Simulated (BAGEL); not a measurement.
# C2Si: HF/3-21G (density fitting with qzvpp-jkfit)

Aim: the vertical singlet–triplet gap of C2Si at HF/3-21G (density fitting with qzvpp-jkfit), from 2 runs. 

The results are computed with BAGEL 1.2.2.

12 further runs of the same task are left out: 12 set aside as unsound or not needed.

## 1. Starting point

C2Si: 3 atoms, total charge 0, spin state singlet. The coordinates come from a GFN2-xTB relaxation.

Bond lengths: C1–C2 1.259 Å, C2–Si3 1.781 Å. Angles: C1–C2–Si3 180.0°.

## 2. The energy at HF/3-21G (density fitting with qzvpp-jkfit)

Input file input.json:

```json
{ "bagel": [

{
  "title": "molecule",
  "basis": "3-21g",
  "df_basis": "qzvpp-jkfit",
  "angstrom": "true",
  "geometry": [
    { "atom": "C", "xyz": [      -1.111830,       0.737510,      -0.522770 ] },
    { "atom": "C", "xyz": [      -0.135170,       0.089220,      -0.063600 ] },
    { "atom": "Si", "xyz": [       1.247000,      -0.826740,       0.586370 ] }
  ]
},

{ "title": "hf" },

{ "title": "print", "file": "orbitals.molden", "orbitals": "true" }

]}
```

Launch:

```console
$ BAGEL_NUM_THREADS=1 BAGEL input.json > input.out
```

Log:

```text
* using 1 threads per process

  ===============================================================
  ===============================================================

  *** Geometry ***

  { "atom" : "C", "xyz" : [     -2.101054,      1.393692,     -0.987892 ] },
  { "atom" : "C", "xyz" : [     -0.255434,      0.168601,     -0.120187 ] },
  { "atom" : "Si", "xyz" : [      2.356488,     -1.562312,      1.108079 ] },

  Number of auxiliary basis functions:      278

  Since a DF basis is specified, we compute 2- and 3-index integrals:
    o Being stored without compression. Storage requirement is 0.002 GB

  Number of basis functions:       31
  Number of electrons      :       26

    * METHOD: MOLECULE                             0.04

  *** RHF ***

  === Nuclear Repulsion ===
    54.7130620633

      * DIIS with orbital gradients will be used.

  === RHF iteration (3-21g) ===
      0       -362.42455091          0.03093359           0.00
      1       -362.46289864          0.03157391           0.00
      2       -362.55577388          0.00298666           0.00
      3       -362.55776104          0.00077204           0.00
      4       -362.55784301          0.00031163           0.00
      5       -362.55785527          0.00008251           0.00
      6       -362.55785665          0.00001288           0.00
      7       -362.55785669          0.00000208           0.00
      8       -362.55785669          0.00000083           0.00
      9       -362.55785669          0.00000034           0.00
     10       -362.55785669          0.00000008           0.00
     11       -362.55785669          0.00000004           0.00
     12       -362.55785669          0.00000001           0.00
    * SCF iteration converged.

    * Permanent dipole moment:
           (   -1.432455,     0.949620,    -0.673582) a.u.

    * METHOD: HF                                   0.08

    * METHOD: PRINT                                0.00

  ===============================================================
```

Wall time 0.32 s (1 thread of Intel Xeon Platinum 8488C (Sapphire Rapids), shared host).

## 3. The triplet, same level

Input file hf.json:

```json
{ "bagel" : [

{
  "title" : "molecule",
  "basis" : "3-21g",
  "df_basis" : "qzvpp-jkfit",
  "angstrom" : true,
  "geometry" : [
    { "atom" : "C", "xyz" : [   -1.111830,    0.737510,   -0.522770 ] },
    { "atom" : "C", "xyz" : [   -0.135170,    0.089220,   -0.063600 ] },
    { "atom" : "Si", "xyz" : [    1.247000,   -0.826740,    0.586370 ] }
  ]
},
{ "title" : "uhf", "nopen" : 2 },
{ "title" : "print", "file" : "orbitals.molden", "orbitals" : true }

]}
```

Launch:

```console
$ BAGEL_NUM_THREADS=1 BAGEL hf.json > hf.out
```

Log:

```text
* using 1 threads per process

  ===============================================================
  ===============================================================

  *** Geometry ***

  { "atom" : "C", "xyz" : [     -2.101054,      1.393692,     -0.987892 ] },
  { "atom" : "C", "xyz" : [     -0.255434,      0.168601,     -0.120187 ] },
  { "atom" : "Si", "xyz" : [      2.356488,     -1.562312,      1.108079 ] },

  Number of auxiliary basis functions:      278

  Since a DF basis is specified, we compute 2- and 3-index integrals:
    o Being stored without compression. Storage requirement is 0.002 GB

  Number of basis functions:       31
  Number of electrons      :       26

    * METHOD: MOLECULE                             0.04

  *** Open-shell HF ***

  === Nuclear Repulsion ===
    54.7130620633

      * DIIS with orbital gradients will be used.

  === UHF iteration (3-21g) ===
      0       -362.33811619          0.04887519           0.01
      1       -362.36593028          0.06211445           0.01
      2       -362.35159995          0.06754713           0.01
      3       -362.48572334          0.01473985           0.01
      4       -362.49924439          0.01002342           0.01
      5       -362.51480211          0.00773844           0.01
      6       -362.53376734          0.00517705           0.01
      7       -362.53143341          0.00560826           0.01
      8       -362.53840930          0.00154240           0.01
      9       -362.54234340          0.00082119           0.01
     10       -362.54402218          0.00036739           0.01
     11       -362.54421678          0.00013533           0.01
     12       -362.54423275          0.00005225           0.01
     13       -362.54423374          0.00002240           0.01
     14       -362.54423447          0.00001096           0.01
     15       -362.54423459          0.00000161           0.01
     16       -362.54423460          0.00000096           0.01
     17       -362.54423460          0.00000047           0.01
     18       -362.54423460          0.00000019           0.01
     19       -362.54423460          0.00000011           0.01
     20       -362.54423460          0.00000005           0.01
     21       -362.54423460          0.00000003           0.01
     22       -362.54423460          0.00000003           0.01
     23       -362.54423460          0.00000002           0.01
     24       -362.54423460          0.00000001           0.01
     25       -362.54423460          0.00000000           0.01
    * SCF iteration converged.

    * S^2 (UHF) is 2.5827

    * Permanent dipole moment:
           (    0.207115,    -0.137565,     0.097365) a.u.

    * METHOD: UHF                                  0.22

    * METHOD: PRINT                                0.00

  ===============================================================
```

Run time: 0.46 s. Hardware: 1 thread of Intel Xeon Platinum 8488C (Sapphire Rapids), shared host.

## 4. Outcome

Level: HF/3-21G (density fitting with qzvpp-jkfit).

```
                                        quantity          value
                           singlet: total energy  -362.55786 Eh
                          singlet: dipole moment         4.69 D
                            singlet: HOMO energy      -10.35 eV
                            singlet: LUMO energy       -0.38 eV
                          singlet: HOMO–LUMO gap        9.98 eV
                           triplet: total energy  -362.54423 Eh
                          triplet: dipole moment         0.68 D
                                   triplet: ⟨S²⟩          2.583
vertical energy of the triplet above the singlet       0.371 eV
```

In words: At this shape the triplet lies 0.37 eV (8.5 kcal/mol) above the singlet. ⟨S²⟩ (triplet) is 2.58 where a pure triplet has 2.00: the reference is spin-contaminated.
